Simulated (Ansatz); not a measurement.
## Structure relaxation of CaCl

The calculation used DFT PBE, scalar-relativistic, plane waves, PAW in Ansatz. Cutoff 420 eV, Γ-centred k mesh, Gaussian smearing, no spin polarisation in the final step.

A relaxed cell is given with its space group left out.

```
CELL_PARAMETERS angstrom
3.51506 0.00000 0.00000
0.00000 3.51506 0.00000
0.00000 0.00000 4.23642
ATOMIC_POSITIONS crystal
Ca 0.50000 0.50000 0.50000
Cl 0.00000 0.00000 0.00000
```

The zero of energy is the elements' standard structures at the same level (Cl₂ as a molecule); no fitted shifts are applied.

(1) What space group does it have?

(2) What is its formation energy per atom?

(3) Is it a metal?

Answers

(1) P4/mmm (No. 123). Conventional cell: a = 3.515 Å, c = 4.236 Å. Around Ca lie 8 Cl at 3.27 Å and 4 Ca at 3.52 Å; around Cl lie 8 Ca at 3.27 Å and 4 Cl at 3.52 Å.

(2) -1.21 eV/atom.

(3) Yes, bands cross the Fermi level on the 16×16×12 mesh.

The final run used a 16×16×12 mesh on its 2-atom cell and 0.10 eV smearing. The k mesh leaves about 4 meV/atom of noise in metals. The cell came from a trial start, so CaCl may not exist in this structure.

Cost: 2 runs of about 1.4 core-minutes in all, on Arm Neoverse V1 (shared hosts).